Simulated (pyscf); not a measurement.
Elementary routes open to `[CH3][SnH3]` + `[H][H]` in the gas phase (singlet surface):
A. `[CH3][SnH]` [singlet] + `[H][H]` + `[H][H]` (H–Sn, H–Sn, H–H broken; H–H, H–H formed)
B. `[CH4]` + `[SnH4]` (C–Sn, H–H broken; C–H, H–Sn formed)

PySCF, gas phase, ωB97X-D3(BJ)/def2-SVP geometries.

**Question.** Rank the routes by free-energy barrier at 1200 K, lowest first, for ωB97M-D3(BJ)/def2-TZVP energies (ideal gas, 1 atm, RRHO with modes under 100 cm⁻¹ raised to 100, one conformer, R ln 2 for chiral ones without a mode under 150 cm⁻¹).

**Answer.** A (380.9 kJ/mol), B (468.7 kJ/mol)

Route A is the fastest of these, ahead of the next by 87.8 kJ/mol. The most stable products are those of A (ΔG = -74.8 kJ/mol), so kinetics and thermodynamics agree. At 298 K A is still the fastest. Only these routes are compared; each barrier is that of the saddle found, and lower ones may exist. Elements past Kr carry the def2 core potentials, without spin-orbit coupling.
